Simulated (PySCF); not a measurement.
## Dipole moment and polarisability of `FC[C@H]1C=N1`

Species: C₃H₄FN.
Cartesian coordinates in Å at the PBE0-D3(BJ)/def2-SVP level; atoms count from 1:
```xyz
9
C3H4FN angstrom
F     -1.4178    1.0354   -0.8362
C     -1.0983    0.0786    0.0988
C      0.2590   -0.4972   -0.1782
C      1.4714    0.1956    0.2028
N      1.1964   -0.7299    0.9980
H     -1.1059    0.5392    1.1015
H     -1.8722   -0.7070    0.0663
H      0.3036   -1.2478   -0.9795
H      2.2324    0.9649    0.0533
```

Level: CAM-B3LYP/def2-SVPD (PySCF), static field, nuclei fixed, core orbitals frozen in the response. The polarisability tensor in these axes (au):

```
x   46.14  2.29  3.67
y    2.29 37.91 -1.59
z    3.67 -1.59 38.18
```

Problem. Give the principal values, the mean and the anisotropy Δα = √{½[(α1 − α2)² + (α2 − α3)² + (α1 − α3)²]}.

Solution. Principal values 34.87, 39.53 and 47.83 au; mean 40.74 au = 6.04 Å³ = 6.72 × 10⁻⁴⁰ C²·m²/J; Δα = 11.37 au (28 % of the mean).

Problem. What is the dipole moment, and where does it point?

Solution. (0.75, 0.22, -0.40) D, 0.88 D in size, pointing from the negative to the positive side. Measured along this direction, the outermost atoms are H7 at the negative end and H9 at the positive end.

Problem. Estimate the molar refractivity from the static electronic polarisability.

Solution. Lorentz–Lorenz: R = (4π/3)N_A α = 2.5225 cm³/(mol·Å³) × 6.04 Å³ = 15.2 cm³/mol, in the limit of long wavelengths.

Problem. How large is μ²/3kT at 298 K beside α?

Solution. In Gaussian units μ²/3kT = 6.25 Å³ against 6.04 Å³, a ratio of 1.03; the Debye molar polarisation (4π/3)N_A(α + μ²/3kT) is 31.0 cm³/mol, leaving out the vibrational part.

Problem. What would n − 1 = 2πNα be for an ideal gas of these molecules at 400 K and 1 atm, electronic part alone?

Solution. N = p/kT = 1.8347 × 10¹⁹ cm⁻³, so n − 1 = 2π × N × 6.04 × 10⁻²⁴ cm³ = 696 × 10⁻⁶ at long wavelengths, for an ideal gas.

The structure is a single PBE0-D3(BJ)/def2-SVP conformer in the gas phase; no vibrational or solvent corrections.
